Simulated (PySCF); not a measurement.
hydrogen sulfide (H2S), SMILES S.

Geometry optimised at PBE0-D3(BJ)/def2-TZVPD.

Lowest vertical singlet excitation by several levels in PySCF, with rough processor times relative to the cheapest run on one machine. Each run also gave further roots (ADC and EOM-CCSD ionised and attached states too); roots are paired by order and the bases differ. EOM-CCSD serves as a yardstick, not as the true value; all levels that ended soundly for this molecule are listed, with differences from unrounded values.

```
level                     relative cost  S1 (eV)  S1 minus EOM-CCSD (eV)
------------------------  -------------  -------  ----------------------
TDDFT-PBE/def2-TZVPD                  1     5.79                   -0.34
EOM-CCSD/aug-cc-pVDZ                  2     6.13                    0.00
TDDFT-PBE0/def2-TZVPD                 2     6.01                   -0.12
TDDFT-LC-ωPBE/def2-TZVPD              3     6.06                   -0.06
ADC(3)/aug-cc-pVDZ                   10     6.06                   -0.06
```
